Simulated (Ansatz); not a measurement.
Born–Oppenheimer molecular dynamics of HMgO (3 atoms, charge 0, multiplicity 2). It starts from a relaxed structure.

Computed with UKS LDA/def2-SVP in Ansatz.

- ensemble: NVE (velocity Verlet)
- time step: 0.5 fs
- steps asked: 400
- starting velocities drawn for: 1000 K
- seed: 417590

First frame:

```xyz
3
Properties=species:S:1:pos:R:3
O -1.429 0.890 -0.682
Mg 0.047 -0.029 0.023
H 1.382 -0.861 0.659
```

**Question.** How far do the bonds stretch over the last three quarters of this one trajectory? (Pairs bonded in most of those frames.)

**Answer.** 
```json
{"bond": "O1–Mg2", "mean (Å)": "1.885", "spread (Å)": "0.063", "shortest": "1.79", "longest": "1.97"}
{"bond": "Mg2–H3", "mean (Å)": "1.709", "spread (Å)": "0.081", "shortest": "1.58", "longest": "1.83"}
```

Mean temperature of the second half: 503 K. The conserved energy stayed within 0.15 meV per atom of its start (net change 0.056 meV per atom), so the integration is sound. The temperature averaged 0.50 of the 1000 K drawn at the start: a run that starts near a minimum puts about half its kinetic energy into the potential. A run of 0.2 ps of so small a system gives no equilibrium averages.

Time of the run: 9 min on 1 thread of Arm Neoverse V1, on a shared host, peak memory 0.09 GiB.
